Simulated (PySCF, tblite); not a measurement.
**fluorine and 2 × hydrogen fluoride**

A gas-phase complex of fluorine and 2 × hydrogen fluoride; neutral, singlet. The structure comes from a short search (6 tight-binding starts) and was optimised by PBE0-D3(BJ)/def2-SVPD; another way of binding may lie lower.

This structure isn't a minimum: the optimisation stopped short of the minimum along a soft mode, which is imaginary here (26i cm⁻¹ by PBE0-D3(BJ)/def2-SVPD), and forces of up to 0.017 eV/Å are left. All values below rest on it.

```csv
part,name,SMILES,atoms,charge,multiplicity
1,fluorine,FF,1–2,0,1
2,hydrogen fluoride,F,3–4,0,1
3,hydrogen fluoride,F,5–6,0,1
```

Coordinates in Å:
```
F1      0.773   -0.319    0.151
F2     -0.328    0.132   -0.547
F3     -2.164    0.546    1.913
H4     -2.768    0.707    2.592
F5     -2.994    1.533   -0.461
H6     -2.627    1.170    0.311
```

```
contact  kind (by geometry)  distance (Å)  angle (°)
H6···F3       hydrogen bond         1.780        171
```

Interaction energies are complex less parts, with the parts frozen as they stand in it; counterpoise-corrected, in kcal/mol (PySCF).

How strongly do the parts interact, level by level?


```
                  level  interaction  superposition error removed
wB97M-D3(BJ)/def2-TZVPD        -4.97                        -0.10
 PBE0-D3(BJ)/def2-TZVPD        -5.41                        -0.10
     RI-MP2/aug-cc-pVTZ        -4.77                        -0.77
```

What holds them together? Decompose the wB97M-D3(BJ)/def2-TZVPD energy: frozen parts, their antisymmetrised product, then relaxation.

electrostatic -7.8, Pauli repulsion +7.0, orbital relaxation -3.5, dispersion correction -0.8 kcal/mol, which sum to the value before the counterpoise correction; the Pauli term holds the exchange-correlation of the frozen density too. Of the attraction, 65 % is electrostatic, 29 % is orbital relaxation, 6 % is dispersion correction.

Are the pair energies additive?

The pairs sum to -5.02 kcal/mol (1–2 -0.1, 1–3 -0.5, 2–3 -4.5); the rest of +0.06 is a many-body weakening.

The parts were also relaxed and run alone, at the levels used for the complex: vibrations by PBE0-D3(BJ)/def2-SVPD; shieldings by PBE0/pcSseg-2.

Values alone: F5–H6 bond (Å): 0.920; stretch carried by H6 (cm⁻¹, harmonic): 4151; its infrared intensity (km/mol): 127; shielding of H6 (ppm): 29.19; shielding of F3 (ppm): 410.9; shielding of F5 (ppm): 410.9.

How do these values change when the complex forms?


| property | alone | in the complex | change |
| --- | --- | --- | --- |
| F5–H6 bond (Å) | 0.920 | 0.929 | +0.008 |
| stretch carried by H6 (cm⁻¹, harmonic) | 4151 | 3964 | -187 |
| its infrared intensity (km/mol) | 127 | 520 |  |
| shielding of H6 (ppm) | 29.19 | 26.61 | -2.57 |
| shielding of F3 (ppm) | 410.9 | 401.8 | -9.1 |
| shielding of F5 (ppm) | 410.9 | 409.4 | -1.4 |
